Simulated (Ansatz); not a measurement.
**C₂H₃N (SMILES C1=NC1): functionals against CCSD(T) at one geometry**

One table from this session's results is given with a row withheld; the runs are named, their logs left out.

Computed with Ansatz 0.2.0, Gaussian basis. Level: single points in def2-TZVPP.

Correlated methods freeze the cores.

**The starting structure**

SMILES `C1=NC1`, 6 atoms, charge 0, spin multiplicity 1.

Atoms are counted from 1 here; the program's logs count them from 0.

Bond lengths: C1–N2 1.200 Å, C1–C3 1.557 Å, C1–H4 1.026 Å, N2–C3 1.507 Å, C3–H5 1.027 Å, C3–H6 1.155 Å. Angles: N2–C1–C3 64.8°, N2–C1–H4 161.3°, C3–C1–H4 128.5°, C1–N2–C3 69.1°, C1–C3–N2 46.1°, C1–C3–H5 119.3°, C1–C3–H6 127.5°, N2–C3–H5 107.9°, N2–C3–H6 128.7°, H5–C3–H6 111.2°.

As a file:

```xyz
6

C    -0.5082   -0.6623   -0.3884
N     0.5498   -1.0412    0.0328
C     0.4424    0.4594    0.1237
H    -1.5144   -0.6075   -0.5816
H     1.1334    0.8644   -0.5187
H     0.3096    1.1183    1.0632
```

The first run:

run/in.yaml

```yaml
crystal:
  periodic: [false, false, false]
  atoms:
    - {symbol: C, position_ang: [-0.508200, -0.662300, -0.388400]}
    - {symbol: N, position_ang: [0.549800, -1.041200, 0.032800]}
    - {symbol: C, position_ang: [0.442400, 0.459400, 0.123700]}
    - {symbol: H, position_ang: [-1.514400, -0.607500, -0.581600]}
    - {symbol: H, position_ang: [1.133400, 0.864400, -0.518700]}
    - {symbol: H, position_ang: [0.309600, 1.118300, 1.063200]}
basis:
  gaussian: {orbitals: def2-TZVPP}
correlation: {method: ccsd_t}
output: {forces: true}
```

No record of the launch command was kept for these runs.

Among the steps run: CCSD(T)/def2-TZVPP; PBE0-D4/def2-TZVPP; wB97M-V/def2-TZVPP; r2SCAN-D4/def2-TZVPP; PBE-D4/def2-TZVPP; CAM-B3LYP-D4/def2-TZVPP; SPW92/def2-TZVPP.

One table of the session follows, with a row left open; its other results are not shown here.

```
      method  RMS force component (eV/Å)  angle to CCSD(T) forces (°)  dipole (D)
     CCSD(T)                       2.219                    reference        2.15
     PBE0-D4                       2.019                         11.7        2.17
     wB97M-V                       1.966                         10.6        2.19
   r2SCAN-D4                           ?                            ?           ?
      PBE-D4                       2.169                          4.6        2.10
CAM-B3LYP-D4                       1.932                         14.7        2.23
       SPW92                       2.038                         13.3        2.16
```

Q: Estimate the row for r2SCAN-D4 from the others.

**Answer.** RMS force component (eV/Å): 2.057; angle to CCSD(T) forces (°): 6.9; dipole (D): 2.16. In the column «RMS force component (eV/Å)» it lies between SPW92 (2.038) and PBE-D4 (2.169).
